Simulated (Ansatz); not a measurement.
## Phonon frequency of some cubic solids

Method: PBE0 (Ansatz, a program for electronic structure, PAW). References are measured values at room or unstated temperature, uncorrected unless marked, so that the deviations hold thermal and zero-point effects besides the level's error. The table is a random draw of 6 from 70 values with such references.

Values in cm⁻¹.

```json
[
 {"solid": "zinc-blende GaAs (X LA)", "reference": "225", "PBE0": "224", "deviation (%)": "-0.4"},
 {"solid": "diamond-structure Si (X TA)", "reference": "150", "PBE0": "157", "deviation (%)": "+4.7"},
 {"solid": "diamond-structure Ge (L LA)", "reference": "222", "PBE0": "225", "deviation (%)": "+1.4"},
 {"solid": "zinc-blende InSb (L LA)", "reference": "127", "PBE0": "132", "deviation (%)": "+3.9"},
 {"solid": "zinc-blende InSb (X LO)", "reference": "158", "PBE0": "153", "deviation (%)": "-3.2"},
 {"solid": "zinc-blende ZnS (X TO)", "reference": "316", "PBE0": "306", "deviation (%)": "-3.2"}
]
```

Over these 6 values the mean deviation is +0.5 %, the mean absolute deviation 2.8 % (median 3.2 %), and the worst case diamond-structure Si (X TA) at +4.7 %; the value is too high in 3 of 6 cases. Over all 70, from unrounded values, the mean deviation is +1.3 % and the mean absolute deviation 2.9 % (median 2.3 %).

Spin–orbit coupling is left out, also for the solids with elements from indium on (zinc-blende InSb); its size isn't shown.

Differences are worked out from the printed values.

Each level is taken at its own relaxed cell. Ansatz's density-functional and Hartree–Fock values are scalar-relativistic unless marked +SOC, with PAW data made under PBE.

Ansatz's runs of these crystals have no spin polarisation.

Not in this set, of the solids of all kinds but layered and molecular ones with a reference value in our tables and a result at some level: 28 for no value at PBE0 (not run, a failed fit, an unstable or unbound cell, or a value held back for tests); 16 for a reference of another kind, counted apart. These can be a level's best or worst cases. At least 16 more with a reference value are held back for tests. Solids without a released value at any level aren't counted. The metals Ce to Yb are counted apart.

References as tabulated in Giannozzi et al., Phys. Rev. B (1991); Ioffe Institute, NSM Archive: InSb, mechanic properties page; Vagelatos et al., J. Chem. Phys. (1974).
